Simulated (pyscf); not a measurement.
F–InH₂ -> InH [singlet] + hydrogen fluoride (HF), a 1,1-elimination (singlet surface; F–In, H–In broken, F–H formed). Structures and frequencies: ωB97X-D3(BJ)/def2-SVP in PySCF. MP2 and CC: frozen core, UHF for open shells. ΔMP2 is the change of the MP2 total energy from the triple- to the quadruple-zeta basis. Energies in kcal/mol from the reactant's lowest minimum found.

GFN2-xTB: tblite. 

Problem. In single points GFN2-xTB puts the saddle at 36.9 kcal/mol and the reaction energy at +21.0 kcal/mol. Should these be trusted to within a few kcal/mol? Compare with CCSD(T)/def2-TZVPP + ΔMP2(QZVPP).

Solution. CCSD(T)/def2-TZVPP + ΔMP2(QZVPP) gives ΔE‡ = 44.0 kcal/mol and ΔE = +16.0 kcal/mol. GFN2-xTB lies 7.1 kcal/mol under it in the barrier and 5.0 kcal/mol over it in the reaction energy, so on this step it does not hold to within 3.0 kcal/mol. CCSD(T)/def2-TZVPP + ΔMP2(QZVPP) has limits of its own. This is the saddle that the search found; another between the same sides may lie lower. The CCSD(T) − MP2 part came from Ansatz, without density fitting, on the same reference. The frozen core leaves the outer d or s,p core shells of the metals and heavy elements correlated in the MP2 and CC values, and def2-TZVPP describes them poorly, which can shift differences by a few kcal/mol. Elements past Kr carry the def2 core potentials, without spin-orbit coupling.
